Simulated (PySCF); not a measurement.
Atom-mapped SMILES (the numbers label the heavy atoms): `[CH3:1][CH2:2][CH2:3][N:4]([CH3:5])[CH3:6]`; H(Xn) means a hydrogen on atom n.

GIAO PBE0/pcSseg-1 shifts (PySCF, gas phase, non-relativistic, equivalent atoms averaged), each against references optimised in the same way as the molecule (TMS, NH3).

On the GFN2-xTB geometry: C3 65.6, C5/C6 47.6, C2 26.8, C1 14.4, N4 47.5, H(C5)/H(C6) 2.20, H(C3) 2.01, H(C2) 1.51, H(C1) 0.97 ppm.

**Question.** What changes on the PBE0-D3(BJ)/def2-SVP geometry?

**Answer.** 
```tsv
atoms	δ (ppm)	change
C3	62.1	-3.5
C5/C6	45.1	-2.5
C2	24.7	-2.1
C1	13.6	-0.8
N4	41.0	-6.5
H(C5)/H(C6)	2.06	-0.14
H(C3)	1.81	-0.20
H(C2)	1.34	-0.17
H(C1)	0.93	-0.04
```

Bonds between heavy atoms that differ most (equivalent bonds averaged): N4–C5 1.448 → 1.439 Å, C3–N4 1.454 → 1.446 Å, C2–C3 1.528 → 1.522 Å, C1–C2 1.524 → 1.520 Å. Mean change of bonds to hydrogen: C–H +0.012 Å.
